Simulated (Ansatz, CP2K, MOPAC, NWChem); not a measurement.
**Si2H6 (disilane): methods side by side**

Si2H6, singlet, SMILES `[SiH3][SiH3]`. Each level relaxes the structure for itself.

Each level gives the highest harmonic wavenumber at each level's own minimum (cm⁻¹). The values are calculated.

```tsv
level	kind	program	value (cm⁻¹)
PM3	semi-empirical	MOPAC	1916
PM6-D3	semi-empirical	MOPAC	2088
PM6-DH2	semi-empirical	MOPAC	2088
GFN1-xTB	semi-empirical	CP2K	2158
HF/STO-3G	Hartree–Fock	Ansatz	2912
HF/3-21G	Hartree–Fock	NWChem	2285
HF/6-31G* (Cartesian functions)	Hartree–Fock	Ansatz	2375
SVWN5/def2-TZVP	LDA	Ansatz	2173
PBE/def2-SVP	GGA	Ansatz	2174
PBE0-D4/def2-TZVP	global hybrid	Ansatz	2232
```

Harmonic and unscaled. The values span 1916 to 2912 cm⁻¹. Without the sets that lack polarisation functions the rows with a basis span only 2173 to 2375 cm⁻¹.
